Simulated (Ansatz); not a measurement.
input.yaml (Ansatz)

```yaml
crystal:
  lattice:
    - [3.339119819, 0.0, 0.0]
    - [-1.6695599095, 2.8917625895, 0.0]
    - [0.0, 0.0, 5.1942832956]
  atoms:
    - { symbol: Sc, position: [0.3333333333, 0.6666666667, 0.25] }
    - { symbol: Sc, position: [0.6666666667, 0.3333333333, 0.75] }
hamiltonian:
  xc: blyp
  pseudopotentials:
    kind: paw
    azcp:
      Sc: "pseudopotentials/Sc.paw.azcp"
basis:
  ecutwfc: 420
  fft_grid_basis: typed
kpoints:
  mp_grid: { grid: [6, 6, 3], shift: [0, 0, 0] }
magnetization:
  spin_polarized: false
scf:
  occupations: { method: fermi_dirac, width: 0.1 }
```

Output

```
Engine: ansatz 0.2.0, aarch64-unknown-linux-gnu
Pseudopotentials: kind: paw
Pseudopotential: Sc, paw, valence charge 11, recommended cutoff 420 eV (normal) 
Functional definition: BLYP
  parameter beta = 0.0042
  parameter a = 0.04918
  parameter b = 0.132
  parameter c = 0.2533
  parameter d = 0.349
  exchange = b88_x(beta = beta)
  correlation = lyp_c(a = a, b = b, c = c, d = d)
Crystal: 2 atoms, lattice volume = 50.156 Å³
Basis set: ecut = 420 eV, 977 PW (Γ), exchange–correlation on 48×48×72 points (8 copies of the dense FFT grid, shifted against one another)
Bands: 15, of which v1, the nominal top of the filled ones, is band 11 counted from 1 (10 counted from 0)
Symmetry: 24 space group operations
Space group: P63/mmc (ITA 194), of the structure as read, at distance tolerance 3.7e-5 Å
k-points: 14 of 108
Non-local potential: Sc, projectors of the file, l = 0: 3, l = 1: 2, l = 2: 3, l = 3: 1
PAW form: soft (Blöchl's): semilocal exchange-correlation on the pseudo side does not see the compensation charge
PAW frozen core: Sc, regenerated for the run's functional, and the local potential with it (the file was generated under x = pbe(κ = 0.804, μ = 0.2195149727645171), c = pbe(β = 0.06672455060314922))
PAW one-centre angular grid: Sc, 590 points (default); XC on 64 Gauss nodes
Initial density: superposition of atomic densities (neutral atoms: chi_scale 0, normalization atom), corrected by the library's trained network
Initial wavefunctions: pseudopotential atomic-orbital guess
Functional: x = b88, c = lyp
SCF iter   1: F=—  HF=-4283.635955 eV  |F-HF|=—  |Δ(HF+E_count)|=         —  Δρ=7.68e-3  dr2=3.73e-2  ethr=1.77e-3  ⟨swp⟩=3.1  Hψ=869  notcnv=0
SCF iter   2: F=—  HF=-4283.628746 eV  |F-HF|=—  |Δ(HF+E_count)|=   7.21e-3  Δρ=4.27e-3  dr2=1.25e-2  ethr=1.70e-4  ⟨swp⟩=2.0  Hψ=365  notcnv=0
SCF iter   3: F=—  HF=-4283.626360 eV  |F-HF|=—  |Δ(HF+E_count)|=   2.39e-3  Δρ=3.95e-4  dr2=9.28e-5  ethr=5.67e-5  ⟨swp⟩=3.0  Hψ=399  notcnv=0
SCF iter   4: F=—  HF=-4283.626431 eV  |F-HF|=—  |Δ(HF+E_count)|=   7.10e-5  Δρ=5.98e-5  dr2=1.31e-6  ethr=4.22e-7  ⟨swp⟩=3.0  Hψ=385  notcnv=0
iter 5 did not close the SCF: its close was put off for the readings that it lacked (scf_convergence_deferred on its scf_iter line)
SCF iter   5: F=-4283.626433 eV  HF=-4283.626433 eV  |F-HF|=2.40e-8  |Δ(HF+E_count)|=   2.17e-6  Δρ=8.63e-6  dr2=3.06e-8  ethr=5.97e-9  ⟨swp⟩=2.9  Hψ=382  notcnv=0
SCF iter   6: F=-4283.626433 eV  HF=-4283.626433 eV  |F-HF|=2.91e-10  |Δ(HF+E_count)|=   4.04e-8  Δρ=1.91e-6  dr2=1.30e-9  ethr=1.39e-10  ⟨swp⟩=1.0  Hψ=666  notcnv=0
SCF 1 converged in 6 iterations: F = -4283.626433 eV  dr2 = 1.30e-9
SCF converged after 6 iterations
Free energy (F): -4283.626433 eV
Harris-Foulkes:  -4283.626433 eV  (|F-HF|=2.91e-10)
Internal energy: -4283.493422 eV  (E = F + TS)
E sigma→0 (E₀):  -4283.559927 eV
Entropy (-TS):   -0.133011 eV (-66.505 meV/atom)
Fermi energy:    9.485515 eV
--- Per-component energies (eV) ---
  E_band       = -332.512276
  E_kinetic    = 520.874503
  E_local      = -1708.000324  (includes V_loc(G=0)·N_el)
  E_nonlocal   = 168.168250
  E_hartree    = 585.484084
  E_xc         = -204.262114
  E_vxc        = -252.607518  (∫ρ·V_xc dr)
  E_paw        = -1927.155007  (= ΣΔE_a)
  E_vpaw       = -231.914865  (= ΣTr[D̂ρ^β])
  E_aug_tail   = 0.000021  (compensation charges beyond the density's cutoff)
  E_ewald      = -1718.637907
  E_core_change = 0.035072  (= ΣΔE_core)
  E_smearing   = -0.133011  (= −TS)
  E_closure    = 0.000000  (closes the sum)
  Σ components = -4283.626433   (vs F -4283.626433, Δ=0.00e0)
```
